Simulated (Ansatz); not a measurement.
A made-up structure of C2H2Na, doublet:

```xyz
5
angstrom
C -0.3489 0.4766 -0.4247
C 0.2822 -0.3847 0.3443
Na 1.3381 -1.8281 1.6286
H 0.6668 0.5313 0.7139
H 0.1073 1.4115 -0.7754
```

It is relaxed with PBE-D4/def2-SVP and then PBE0-D4/def2-TZVP (Ansatz 0.2.0). Atoms count as bonded within 1.22 times the sum of their covalent radii (H–H: 0.88 Å). The end point is not checked to be a true minimum.

Problem. Does its bonding change? (Judge from chemistry; the calculation decides.)

Solution. Computed: Yes. Formed: none; broken: C2–Na3.

Where it ends: The first stage lowers the energy by 2.03 eV in 17 steps. It ends as a complex of C₂H₂ (C#C) + Na:
C1  (0.010, 0.570, -0.314)
C2  (0.758, 0.813, 0.590)
Na3  (0.511, -2.574, 0.940)
H4  (1.423, 1.037, 1.391)
H5  (-0.656, 0.360, -1.119)
(Å)

For scale, one of the runs: PBE0-D4/def2-TZVP relaxation, 106 basis functions, launched by `ansatz run in.yaml --threads 2 --pin off --events-out ev --progress --plain --max-ram 4352MiB`. The run took about 15 s on 2 CPU threads of an Arm Neoverse V1 (shared host).
